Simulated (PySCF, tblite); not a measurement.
# C5H9P: geometry, infrared bands and NMR shifts

What infrared bands and NMR shifts should C5H9P (`C=CCPC=C`) show?

The runs use tblite 0.8.0 and PySCF 2.14.0, with density-fitted response routines of our own; the level of theory stands in each step. All values are computed, except where a source is named. Atoms count from 0, in the outputs and in this text.

### 1 Starting geometry

15 atoms, charge 0, multiplicity 1; geometry from: force field or distance geometry start.

Bonds of the start (Å): C0–C1 1.32, C1–C2 1.51, C2–P3 1.83, P3–C4 1.84, C4–C5 1.34, C0–H6 1.09, C0–H7 1.08, C1–H8 1.10, C2–H9 1.09, C2–H10 1.10, P3–H11 1.40, C4–H12 1.08, C5–H13 1.09, C5–H14 1.10.

### 2 Optimising the geometry with GFN2-xTB

The job: settings as JSON, then the geometry in Å.

```
{"job": {"kind": "relax", "xc": "GFN2-xTB", "basis": "xTB"}, "charge": 0, "multiplicity": 1}
C     -2.817600     0.148300    -0.617100
C     -1.992900    -0.338400     0.297100
C     -0.602500    -0.853700     0.012200
P      0.427700     0.355000     0.913300
C      2.101100    -0.175800     0.347000
C      3.026700     0.752300     0.083400
H     -3.821500     0.486400    -0.342700
H     -2.534000     0.245600    -1.655300
H     -2.339000    -0.430300     1.335000
H     -0.498000    -1.870200     0.393000
H     -0.395900    -0.848300    -1.065200
H      0.229700     1.477200     0.097500
H      2.342300    -1.224000     0.222100
H      4.026400     0.459600    -0.251300
H      2.843000     1.824500     0.209100
```

The run is started by

```sh
$ OMP_NUM_THREADS=1 python probes_run.py task.json out
```

This one command runs all jobs of the session in turn.

**Question.** This job is followed by: GFN2-xTB harmonic vibrations, gas phase; GIAO PBE0/pcSseg-1 NMR shielding, non-relativistic, gas phase. What will the session give for the following? strongest single infrared mode (GFN2-xTB); zero-point energy (GFN2-xTB); ¹³C shifts against TMS (PBE0/pcSseg-1); ¹H shifts against TMS (PBE0/pcSseg-1, means over atoms taken as alike); ³¹P shifts against H3PO4 (PBE0/pcSseg-1).

As calculated:

| quantity | value |
| --- | --- |
| strongest single infrared mode (GFN2-xTB) | 2252 cm⁻¹, 176 km/mol |
| zero-point energy (GFN2-xTB) | 74.9 kcal/mol |
| ¹³C shifts against TMS (PBE0/pcSseg-1) | 145.9, 143.5, 129.1, 122.4, 38.3 ppm |
| ¹H shifts against TMS (PBE0/pcSseg-1, means over atoms taken as alike) | 6.37, 6.25, 6.00, 5.86, 5.48, 5.31, 3.65, 2.68 ppm |
| ³¹P shifts against H3PO4 (PBE0/pcSseg-1) | -56.3 ppm |

What this shows: The optimisation took 99 steps and gained 0.210 eV; among the close pairs (by a distance rule), C2–P3 changed most, from 1.826 to 1.880 Å. All 39 modes are real, so the xTB geometry is a minimum. The strongest single mode, at 2252 cm⁻¹, moves mainly H11. Unscaled tight-binding wavenumbers are off by several per cent, some by more. Its intensities can rank the bands wrongly.
